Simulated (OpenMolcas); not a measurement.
**CH5BS− (SMILES [BH2-]SC): name the method**

CH5BS−: 8 atoms, total charge -1, spin state doublet. As SMILES, `[BH2-]SC`. The shape is that of a GFN2-xTB optimisation.

| atom | x (Å) | y (Å) | z (Å) |
| --- | --- | --- | --- |
| B | -0.9442 | 1.0162 | -0.9993 |
| S | 0.6799 | 0.3370 | -1.0049 |
| C | 0.8076 | -0.8445 | 0.8166 |
| H | -1.9031 | 0.3260 | -1.1799 |
| H | -1.1048 | 2.1878 | -0.8427 |
| H | 0.7062 | -0.1441 | 1.6351 |
| H | 1.7726 | -1.3317 | 0.8032 |
| H | -0.0143 | -1.5467 | 0.7717 |

A calculation with OpenMolcas 26.06 gave:

The total energy is -463.7196 Eh, the HOMO energy is 1.50 eV and the LUMO energy is 4.42 eV. The ⟨S²⟩ is 0.766 and the largest force is 1.654 eV/Å.

Problem. Which of these levels gave the numbers?
A. PBE0/def2-SVP
B. TPSSh/def2-SVP
C. HF/3-21G
D. B3LYP/6-31G* (Cartesian functions)

Solution. A. The others give -463.9861 Eh (TPSSh/def2-SVP), -464.1265 Eh (B3LYP/6-31G* (Cartesian functions)), -460.6067 Eh (HF/3-21G).
